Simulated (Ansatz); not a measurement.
**What a trial cell of GeBi2 relaxes into**

The calculation used DFT PBE, scalar-relativistic, plane waves, PAW (Ansatz). Cutoff 420 eV, Γ-centred k mesh, Gaussian smearing, no spin polarisation in the final step.

This is the end of a relaxation of cell and atoms.

```
Ge Bi
1.0
     6.91403    0.00000    0.00000
     0.00000    6.91403    0.00000
     0.00000    0.00000    4.18337
Ge Bi
2 4
Direct
  0.00000 0.00000 0.00000
  0.50000 0.50000 0.50000
  0.29422 0.29422 0.00000
  0.20578 0.79422 0.50000
  0.70578 0.70578 0.00000
  0.79422 0.20578 0.50000
```

Formation energies are uncorrected and refer to the elements' standard structures at the same level.

Problem. What space group does it have?

Solution. P4_2/mnm (No. 136). Conventional cell: a = 6.914 Å, c = 4.183 Å. Ge is coordinated by 6 Bi at 2.88–2.90 Å; Bi is coordinated by 3 Ge at 2.88–2.90 Å.

Problem. How far does it lie from the elements in energy?

Solution. 0.44 eV/atom.

Problem. Is it a metal?

Solution. Yes, bands cross the Fermi level on the 6×6×10 mesh.

The final run used a 6×6×10 mesh on its 6-atom cell and 0.10 eV smearing. The k mesh leaves about 4 meV/atom of noise in metals. Spin–orbit coupling is left out. The cell came from a trial start, so GeBi2 may not exist in this structure.

Cost: 3 runs of about 6.7 core-minutes in all, on Intel Xeon Platinum 8259CL (Skylake/Cascade Lake) (shared hosts).